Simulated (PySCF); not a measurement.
PySCF input (PBE/def2-TZVPP):

```python
import numpy as np, basis_set_exchange as bse
from pyscf import gto, scf, dft, df

basis = {'C': gto.basis.parse(bse.get_basis('def2-TZVPP', elements=['C'], fmt='nwchem')), 'H': gto.basis.parse(bse.get_basis('def2-TZVPP', elements=['H'], fmt='nwchem'))}
mol = gto.M(
    atom='''
    C    -0.00000000    0.00000000   -0.00000000
    H     0.62054657    0.62688914    0.63896175
    H    -0.64285838   -0.62489528    0.61852983
    H     0.63693263   -0.63278043   -0.61664082
    H    -0.61462083    0.63078657   -0.64085076
    ''',
    basis=basis,
    charge=0,
    verbose=4,
    max_memory=8640,
)
mf = dft.RKS(mol, xc='pbe')
mf.grids.level = 3
mf = mf.density_fit(auxbasis=df.autoaux(mol))
mf.conv_tol = 1e-9
mf.max_cycle = 100
print('smallest overlap eigenvalue', np.linalg.eigvalsh(mol.intor('int1e_ovlp'))[0])
mf.kernel()
dip = mf.dip_moment()
```

Output:

```
PySCF version 2.14.0

[INPUT] verbose = 4
[INPUT] num. atoms = 5
[INPUT] num. electrons = 10
[INPUT] charge = 0
[INPUT] spin (= nelec alpha-beta = 2S) = 0
[INPUT] symmetry False subgroup None
[INPUT] Mole.unit = angstrom
[INPUT] Symbol           X                Y                Z      unit          X                Y                Z       unit  Magmom
[INPUT]  1 C      0.000000000000   0.000000000000   0.000000000000 AA    0.000000000000   0.000000000000   0.000000000000 Bohr   0.0
[INPUT]  2 H      0.620546570000   0.626889140000   0.638961750000 AA    1.172663064838   1.184648785064   1.207462711573 Bohr   0.0
[INPUT]  3 H     -0.642858380000  -0.624895280000   0.618529830000 AA   -1.214826275082  -1.180880935733   1.168851978574 Bohr   0.0
[INPUT]  4 H      0.636932630000  -0.632780430000  -0.616640820000 AA    1.203628230499  -1.195781709685  -1.165282267027 Bohr   0.0
[INPUT]  5 H     -0.614620830000   0.630786570000  -0.640850760000 AA   -1.161465039153   1.192013860354  -1.211032423119 Bohr   0.0

nuclear repulsion = 13.4453507450257
number of shells = 35
number of NR pGTOs = 110
number of NR cGTOs = 87
basis = {'C': [[0, [13575.349682, 0.00022245814352], [2035.233368, 0.0017232738252], [463.22562359, 0.0089255715314], [131.20019598, 0.035727984502], [42.853015891, 0.11076259931], [15.584185766, 0.24295627626]], [0, [6.2067138508, 0.41440263448], [2.5764896527, 0.23744968655]], [0, [0.57696339419, 1.0]], [0, [0.22972831358, 1.0]], [0, [0.095164440028, 1.0]], [1, [34.697232244, 0.0053333657805], [7.9582622826, 0.035864109092], [2.3780826883, 0.14215873329], [0.81433208183, 0.34270471845]], [1, [0.28887547253, 0.46445822433]], [1, [0.10056823671, 0.24955789874]], [2, [1.097, 1.0]], [2, [0.318, 1.0]], [3, [0.761, 1.0]]], 'H': [[0, [34.061341, 0.0060251978], [5.1235746, 0.045021094], [1.1646626, 0.20189726]], [0, [0.32723041, 1.0]], [0, [0.10307241, 1.0]], [1, [1.407, 1.0]], [1, [0.388, 1.0]], [2, [1.057, 1.0]]]}
ecp = {}
ETB for C: l = 0, exps = 0.190328880056 * 1.8^n , n = 0..15
ETB for C: l = 1, exps = 0.195732676738 * 1.8^n , n = 0..12
ETB for C: l = 2, exps = 0.20113647342 * 1.8^n , n = 0..11
ETB for C: l = 3, exps = 0.41856823671 * 2.2^n , n = 0..6
ETB for C: l = 4, exps = 0.636 * 2.2^n , n = 0..2
ETB for H: l = 0, exps = 0.20614482 * 1.8^n , n = 0..10
ETB for H: l = 1, exps = 0.49107241 * 2^n , n = 0..3
ETB for H: l = 2, exps = 0.776 * 2.2^n , n = 0..2
ETB for H: l = 3, exps = 1.4449999999999998 * 2.2^n , n = 0..1
smallest overlap eigenvalue 0.0005358937858214568

******** <class 'pyscf.df.df_jk.DFRKS'> ********
method = DFRKS
initial guess = minao
damping factor = 0
level_shift factor = 0
DIIS = <class 'pyscf.scf.diis.CDIIS'>
diis_start_cycle = 1
diis_space = 8
diis_damp = 0
SCF conv_tol = 1e-09
SCF conv_tol_grad = None
SCF max_cycles = 100
direct_scf = False
XC library pyscf.dft.libxc version 7.1.2
    S. Lehtola, C. Steigemann, M. J. T. Oliveira, and M. A. L. Marques,  SoftwareX 7, 1–5 (2018)
XC functionals = pbe
    J. P. Perdew, K. Burke, and M. Ernzerhof,  Phys. Rev. Lett. 77, 3865 (1996)
    J. P. Perdew, K. Burke, and M. Ernzerhof,  Phys. Rev. Lett. 78, 1396 (1997)
    J. P. Perdew, K. Burke, and M. Ernzerhof,  Phys. Rev. Lett. 77, 3865 (1996)
    J. P. Perdew, K. Burke, and M. Ernzerhof,  Phys. Rev. Lett. 78, 1396 (1997)
radial grids:
    Treutler-Ahlrichs [JCP 102, 346 (1995); DOI:10.1063/1.469408] (M4) radial grids

becke partition: Becke, JCP 88, 2547 (1988); DOI:10.1063/1.454033
pruning grids: <function nwchem_prune>
grids dens level: 3
symmetrized grids: False
atomic radii adjust function: <function treutler_atomic_radii_adjust>
small_rho_cutoff = 0
Set gradient conv threshold to 3.16228e-05
Initial guess from minao.
tot grids = 53352
init E= -40.249248934252
  HOMO = -0.435260235491492  LUMO = 0.00659013287794608  gap/eV = 12.02336
cycle= 1 E= -40.4201071168431  delta_E= -0.171  |g|= 0.408  |ddm|= 1.31
  HOMO = -0.265570917065338  LUMO = 0.0612997678560809  gap/eV = 8.89460
cycle= 2 E= -40.3656748985794  delta_E= 0.0544  |g|= 0.601  |ddm|= 0.572
  HOMO = -0.347540828086989  LUMO = 0.034548544396479  gap/eV = 10.39718
cycle= 3 E= -40.4642730106315  delta_E= -0.0986  |g|= 0.00749  |ddm|= 0.355
  HOMO = -0.346889965924404  LUMO = 0.0341885275849272  gap/eV = 10.36967
cycle= 4 E= -40.4642853009462  delta_E= -1.23e-05  |g|= 0.000305  |ddm|= 0.00674
  HOMO = -0.346812156073663  LUMO = 0.0341648949615383  gap/eV = 10.36691
cycle= 5 E= -40.464285322132  delta_E= -2.12e-08  |g|= 5e-05  |ddm|= 0.000569
  HOMO = -0.346836582759982  LUMO = 0.0341565157919064  gap/eV = 10.36735
cycle= 6 E= -40.4642853230168  delta_E= -8.85e-10  |g|= 3.68e-06  |ddm|= 5.2e-05
  HOMO = -0.346833723305271  LUMO = 0.0341577043982255  gap/eV = 10.36730
Extra cycle  E= -40.4642853230168  delta_E= 5.68e-14  |g|= 4.23e-06  |ddm|= 5.62e-06
converged SCF energy = -40.4642853230168
Dipole moment(X, Y, Z, Debye):  0.00000,  0.00000,  0.00000
```
